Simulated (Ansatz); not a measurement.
input.yaml (Ansatz)

```yaml
crystal:
  lattice:
    - [-2.2454837333, 2.2454837333, 2.2454837333]
    - [2.2454837333, -2.2454837333, 2.2454837333]
    - [2.2454837333, 2.2454837333, -2.2454837333]
  atoms:
    - { symbol: Eu, position: [0.0, 0.0, 0.0], spin: 7.104 }
hamiltonian:
  xc: revpbe
  pseudopotentials:
    kind: paw
    azcp:
      Eu: "pseudopotentials/Eu.paw.azcp"
basis:
  ecutwfc: 420
  fft_grid_basis: typed
kpoints:
  mp_grid: { grid: [13, 13, 13], shift: [0, 0, 0] }
magnetization:
  spin_polarized: true
scf:
  occupations: { method: fermi_dirac, width: 0.05 }
```

Output

```
Warning: where an SCF of this run starts from atoms to list the orders of its open shells, Eu (site 0, from 0) starts with 6.32 μB on its 4f shell and 0.68 μB on its 5d shell, in the place of the 7.10 μB that the deck gives it: its open shells can hold no more by Hund's first rule. To start from spheres of the given moment, type scf.initial_density.shell_occupations: []
Engine: ansatz 0.2.0, x86_64-unknown-linux-gnu
Pseudopotentials: kind: paw
Pseudopotential: Eu, paw, valence charge 17, recommended cutoff 420 eV (normal) 
Functional definition: revPBE
  parameter kappa = 1.245
  parameter beta = 0.06672455060314922
  exchange = pbe_x(kappa = kappa, mu = beta*pi^2/3)
  correlation = pbe_c(beta = beta)
Crystal: 1 atoms, lattice volume = 45.289 Å³
Basis set: ecut = 420 eV, 935 PW (Γ)
Bands: 17, of which v1, the nominal top of the filled ones, is band 9 counted from 1 (8 counted from 0)
Symmetry: 48 space group operations
Space group: Im-3m (ITA 229), of the structure as read, at distance tolerance 3.6e-5 Å
Magnetic group: BNS 229.140 (UNI 1642), of the structure as read, at distance tolerance 3.6e-5 Å
k-points: 84 of 2197
Non-local potential: Eu, projectors of the file, l = 0: 3, l = 1: 2, l = 2: 2, l = 3: 3
PAW form: soft (Blöchl's): semilocal exchange-correlation on the pseudo side does not see the compensation charge
PAW frozen core: Eu, regenerated for the run's functional, and the local potential with it (the file was generated under x = pbe(κ = 0.804, μ = 0.2195149727645171), c = pbe(β = 0.06672455060314922))
PAW one-centre angular grid: Eu, 590 points (default); XC on 64 Gauss nodes
Initial density: superposition of atomic densities (chi_scale 0.1, normalization cell)
Starting moments: Σ|m| = 7.104 μB on 1 of 1 site
Initial wavefunctions: pseudopotential atomic-orbital guess
Functional: x = revpbe(κ = 1.245, μ = 0.2195149727645171), c = pbe(β = 0.06672455060314922)
iter 1 solved again at ethr=1.97e-3 eV; its pass at ethr=3.10e-3 eV (dr2=3.35e-1 eV) is discarded
SCF iter   1: F=—  HF=-8773.118544 eV  |F-HF|=—  |Δ(HF+E_count)|=         —  Δρ=4.63e-2 (↑4.63e-2 ↓1.89e-2)  dr2=3.40e-1  dr2_m=4.18e-1  M=7.195 μB ∫|m|=7.195 μB  β_m=0.30  ethr=1.97e-3  ⟨swp⟩=1.0  Hψ=16518  notcnv=0
Mixer restart at iter 1: flushing history
spin=Collinear: Kerker preconditioning applied to the charge; magnetization (m = ρ↑ − ρ↓) channel mixes plain (no charge-response kernel on spin).
SCF iter   2: F=—  HF=-8773.453583 eV  |F-HF|=—  |Δ(HF+E_count)|=   3.35e-1  Δρ=2.91e-2 (↑2.91e-2 ↓1.33e-2)  dr2=1.16e-1  dr2_m=1.78e-1  M=7.193 μB ∫|m|=7.193 μB  β_m=0.48  ethr=1.97e-3  ⟨swp⟩=3.1  Hψ=5807  notcnv=0
SCF iter   3: F=—  HF=-8773.891285 eV  |F-HF|=—  |Δ(HF+E_count)|=   4.38e-1  Δρ=1.65e-2 (↑1.65e-2 ↓4.05e-3)  dr2=7.33e-2  dr2_m=4.03e-2  M=7.254 μB ∫|m|=7.254 μB  β_m=0.71  ethr=6.85e-4  ⟨swp⟩=2.8  Hψ=6811  notcnv=0  defer=1
SCF iter   4: F=—  HF=-8774.176497 eV  |F-HF|=—  |Δ(HF+E_count)|=   2.85e-1  Δρ=5.54e-3 (↑5.54e-3 ↓2.94e-3)  dr2=3.62e-2  dr2_m=1.92e-3  M=7.351 μB ∫|m|=7.351 μB  β_m=0.85  ethr=4.31e-4  ⟨swp⟩=3.3  Hψ=7466  notcnv=0  defer=4
SCF iter   5: F=—  HF=-8774.208470 eV  |F-HF|=—  |Δ(HF+E_count)|=   3.20e-2  Δρ=9.92e-4 (↑9.69e-4 ↓9.92e-4)  dr2=2.08e-3  dr2_m=5.98e-5  M=7.372 μB ∫|m|=7.372 μB  β_m=0.93  ethr=2.13e-4  ⟨swp⟩=3.2  Hψ=7493  notcnv=0  defer=6
SCF iter   6: F=—  HF=-8774.209426 eV  |F-HF|=—  |Δ(HF+E_count)|=   9.56e-4  Δρ=8.75e-4 (↑8.75e-4 ↓3.09e-4)  dr2=6.57e-4  dr2_m=8.30e-5  M=7.360 μB ∫|m|=7.360 μB  β_m=0.96  ethr=1.22e-5  ⟨swp⟩=2.0  Hψ=5767  notcnv=0  defer=6
SCF iter   7: F=—  HF=-8774.209631 eV  |F-HF|=—  |Δ(HF+E_count)|=   2.05e-4  Δρ=1.02e-4 (↑1.02e-4 ↓6.71e-5)  dr2=8.51e-6  dr2_m=1.47e-6  M=7.360 μB ∫|m|=7.360 μB  β_m=0.98  ethr=3.86e-6  ⟨swp⟩=2.0  Hψ=5146  notcnv=0  defer=7
SCF iter   8: F=—  HF=-8774.209641 eV  |F-HF|=—  |Δ(HF+E_count)|=   1.02e-5  Δρ=3.94e-5 (↑3.94e-5 ↓2.28e-5)  dr2=6.25e-7  dr2_m=2.79e-7  M=7.363 μB ∫|m|=7.363 μB  β_m=0.99  ethr=5.01e-8  ⟨swp⟩=2.3  Hψ=4365  notcnv=0  defer=7
SCF iter   9: F=—  HF=-8774.209645 eV  |F-HF|=—  |Δ(HF+E_count)|=   4.52e-6  Δρ=2.21e-5 (↑2.21e-5 ↓1.40e-5)  dr2=1.41e-7  dr2_m=1.02e-7  M=7.364 μB ∫|m|=7.364 μB  β_m=1.00  ethr=3.67e-9  ⟨swp⟩=2.1  Hψ=4331  notcnv=0  defer=7
SCF iter  10: F=—  HF=-8774.209646 eV  |F-HF|=—  |Δ(HF+E_count)|=   9.81e-7  Δρ=2.23e-5 (↑2.23e-5 ↓8.19e-6)  dr2=2.01e-7  dr2_m=6.88e-8  M=7.366 μB ∫|m|=7.366 μB  β_m=1.00  ethr=8.31e-10  ⟨swp⟩=2.5  Hψ=4538  notcnv=0  defer=7
SCF iter  11: F=—  HF=-8774.209647 eV  |F-HF|=—  |Δ(HF+E_count)|=   4.58e-7  Δρ=8.54e-6 (↑8.54e-6 ↓3.67e-6)  dr2=3.05e-8  dr2_m=1.05e-8  M=7.366 μB ∫|m|=7.366 μB  β_m=0.99  ethr=8.31e-10  ⟨swp⟩=2.0  Hψ=4274  notcnv=0  defer=7
SCF iter  12: F=-8774.209647 eV  HF=-8774.209647 eV  |F-HF|=2.50e-8  |Δ(HF+E_count)|=   8.46e-8  Δρ=7.57e-6 (↑7.57e-6 ↓1.67e-6)  dr2=2.42e-8  dr2_m=6.30e-9  M=7.367 μB ∫|m|=7.367 μB  ethr=1.79e-10  ⟨swp⟩=1.3  Hψ=7930  notcnv=0
SCF 1 converged in 12 iterations: F = -8774.209647 eV  dr2 = 2.42e-8
SCF converged after 12 iterations
Magnetization: 7.3666 μB (12.1833 up, 4.8167 down)
Absolute magnetization: 7.3666 μB (∫|ρ↑−ρ↓|, with the PAW one-centre terms)
Spin contamination: 0.0042 ħ² per cell (⟨S²⟩ above its minimum at these occupations)
Per-site moments (μB) at R_I (Å): [(7.078751219222979, 1.6043329143785798)]
Free energy (F): -8774.209647 eV
Harris-Foulkes:  -8774.209647 eV  (|F-HF|=2.50e-8)
Internal energy: -8774.196627 eV  (E = F + TS)
E sigma→0 (E₀):  -8774.203137 eV
Entropy (-TS):   -0.013020 eV (-13.020 meV/atom)
Fermi energy:    8.481273 eV
--- Per-component energies (eV) ---
  E_band       = -57.795247
  E_kinetic    = 349.368388
  E_local      = -2220.981422  (includes V_loc(G=0)·N_el)
  E_nonlocal   = 474.537926
  E_hartree    = 881.664935
  E_xc         = -176.389764
  E_vxc        = -201.227545  (∫ρ·V_xc dr)
  E_paw        = -6396.180928  (= ΣΔE_a)
  E_vpaw       = -222.813423  (= ΣTr[D̂ρ^β])
  E_aug_tail   = -0.000000  (compensation charges beyond the density's cutoff)
  E_ewald      = -1686.124557
  E_core_change = -0.091203  (= ΣΔE_core)
  E_smearing   = -0.013020  (= −TS)
  E_closure    = 0.000000  (closes the sum)
  Σ components = -8774.209647   (vs F -8774.209647, Δ=0.00e0)
```

Open f shells have many self-consistent states, so the state found may not be the lowest.
